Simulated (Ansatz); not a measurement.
For hcp Ta (model structure), PBEsol (plane waves, PAW; Ansatz, an electronic-structure program) gives:

| Property | Result |
|---|---|
| lattice parameter a | 2.868 Å |
| lattice parameter c | 5.092 Å |

Task: What does r²SCAN in Ansatz (PAW) give for the same quantities?

Result: 
- lattice constant a: 2.889 Å (increases by 0.7 %)
- lattice parameter c: 5.120 Å (rises by 0.5 %)

Changes are worked out from the printed values.

Unless a cell is named, each level is at its own relaxed cell (PBEsol 18.13, r²SCAN 18.51 Å³/atom).

Levels without +SOC leave out spin–orbit coupling, which shifts energies and cells of such heavy elements.

Ansatz's density-functional and Hartree–Fock values are scalar-relativistic unless marked +SOC, with PAW data made under PBE.

A model structure was made by putting elements into a prototype or built by hand; it is no filed structure, need not be a known phase, and can be a saddle point held by its symmetry.
